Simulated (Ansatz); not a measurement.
## AlH, InH: atomization energies

Ansatz 0.2.0, functionals in def2-QZVPP, HF, MP2 and coupled cluster extrapolated from def2-TZVPP and def2-QZVPP (exp(−7.88 √X), X^−2.97); geometries are PBE0/def2-TZVP minima. Wave-function levels freeze the cores with the filled d shells of p-block atoms; HF, MP2 and coupled cluster are restricted for singlets and unrestricted otherwise, atoms included (their steps beyond CCSDT(Q) come from restricted open-shell runs), restricted open-shell where a d shell is frozen. The best estimate adds to that CCSD(T) limit the step from CCSD(T) to the highest level run in a smaller set (full CI/cc-pVQZ, full CI/def2-TZVPP). It lacks core correlation, which semilocal and hybrid functionals hold and which counts in their errors here, (a few kJ/mol in atomization energies of light atoms) is good to about 1 kcal/mol where the step is under 0.06 eV, as here, and is no measured value. An error is the level's value less this estimate. Energies are electronic, without zero-point terms. No spin–orbit coupling; scalar relativity only by core potentials past Kr. CCSD(T)'s error is that step with its sign reversed, by construction, and steps from double-zeta sets run high. The species are chosen: bound, without strong static correlation by their natural occupations or amplitudes, in their lowest spin state as far as vertical gaps and like structures tell, and with a ladder that closes on the reference, so errors are smaller than for species at large; levels whose determinant breaks symmetry or spin markedly are left out.

```csv
species,bonds (Å),quantity,symmetry of the states,reference,value (kJ/mol),error CCSD,error CCSD(T)
"AlH, singlet",Al–H 1.665,atomization,Σ⁺,limit + step to full CI/cc-pVQZ,308.6,-0.8,0.1
"InH, singlet",In–H 1.850,atomization,Σ⁺,limit + step to full CI/def2-TZVPP,265.1,-1.0,-0.2
```

The reference falls from Al to In, by 43.5 kJ/mol in all.
